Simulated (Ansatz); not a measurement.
C3H5N can be A, `C#CNC`, or B, `C=C=NC`.

Gas-phase electronic energies from Ansatz, PBE0-D4/def2-TZVP geometries. CCSD(T)/CBS is the MP2 limit (def2-TZVPP, def2-QZVPP) plus CCSD(T) − MP2 in def2-TZVPP, frozen cores. DFT in def2-TZVPP. B3LYP here is the variant with VWN-RPA as its local correlation; programs differ in this.

Question: Which isomer does CCSD(T)/CBS put lower? Give the gap. (Estimate.)

Answer: The calculation gave: B, by 64.5 kJ/mol.

Question: Give E(B) − E(A) in kJ/mol with CCSD(T)/def2-TZVPP, HF/def2-TZVPP, MP2/def2-TZVPP, B3LYP-D4, r2SCAN-D4, BLYP-D4, PBE-D4. (Best estimate.)

Answer: Computed: CCSD(T)/def2-TZVPP -69.2, HF/def2-TZVPP -66.2, MP2/def2-TZVPP -62.2, B3LYP-D4 -79.7, r2SCAN-D4 -85.8, BLYP-D4 -86.3, PBE-D4 -85.9. None reverses the order clearly.

Question: Does the order hold for the free energy at 298.15 K (harmonic terms from PBE0-D4)? (Best estimate.)

Answer: The calculation gave: Yes: G(B) − G(A) = -65.9 kJ/mol.

Largest T1 diagnostic: 0.014.

Leaving LDA and LC-ωPBE aside and taking each functional with its dispersion term where it has one, the values, not all of them listed here, spread over 19.3 kJ/mol, from revPBE-D4 to PBE-QIDH. LDA lies +7.1 kJ/mol from PBE without D4. At CCSD(T), def2-SVP lies −5.8 kJ/mol from the extrapolated value and def2-TZVPP −4.7 kJ/mol.
